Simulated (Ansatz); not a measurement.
**HAl–PH: how the triplet less singlet moves with the basis**

HAl–PH, singlet; coordinates (Å): Al 0.000 0.003 1.104; P 0.000 0.045 -1.026; H 0.000 -0.117 2.682; H 0.000 -1.366 -0.688. Quantity: triplet less singlet, vertical.

Ansatz 0.2.0, basis 6-31G or cc-pVDZ; geometries are PBE0/def2-TZVP minima. Wave-function levels freeze the cores; HF, MP2 and coupled cluster are restricted for singlets and unrestricted otherwise, Kohn–Sham unrestricted where that lies lower. The reference is CCSDT(Q) or full CI (coupled cluster only where its series has nearly closed). Semilocal and hybrid functionals correlate all electrons outside any core potential and usually lie nearer their basis limit than the reference, so part of their error here is the reference's basis and frozen-core error; RPA and the MP2 part of double hybrids freeze the same cores as the reference. None of these values is a measured one. Energies are electronic, without zero-point terms. No spin–orbit coupling and no scalar relativity. The species are chosen: bound, without strong static correlation by their natural occupations or amplitudes, in their lowest spin state as far as vertical gaps and like structures tell, and with a ladder that closes on the reference, so errors are smaller than for species at large; levels whose determinant breaks symmetry or spin markedly are left out.

```json
{"level": "reference", "6-31G (kJ/mol)": "264.5 (full CI)", "cc-pVDZ (kJ/mol)": "262.4 (CCSDT(Q))"}
{"level": "MP2", "6-31G (kJ/mol)": "265.2", "cc-pVDZ (kJ/mol)": "270.1"}
{"level": "CCSD(T)", "6-31G (kJ/mol)": "263.4", "cc-pVDZ (kJ/mol)": "261.5"}
{"level": "PBE", "6-31G (kJ/mol)": "258.4", "cc-pVDZ (kJ/mol)": "251.3"}
{"level": "B3LYP", "6-31G (kJ/mol)": "259.3", "cc-pVDZ (kJ/mol)": "254.6"}
{"level": "wB97M-V", "6-31G (kJ/mol)": "267.6", "cc-pVDZ (kJ/mol)": "268.6"}
{"level": "B2PLYP", "6-31G (kJ/mol)": "264.9", "cc-pVDZ (kJ/mol)": "262.2"}
{"level": "RPA-PBE", "6-31G (kJ/mol)": "258.6", "cc-pVDZ (kJ/mol)": "251.6"}
```

From 6-31G to cc-pVDZ the reference moves by -2.1 kJ/mol and PBE by -7.1; the step from CCSD(T) to the reference is 1.1 in the first and 0.9 in the last.
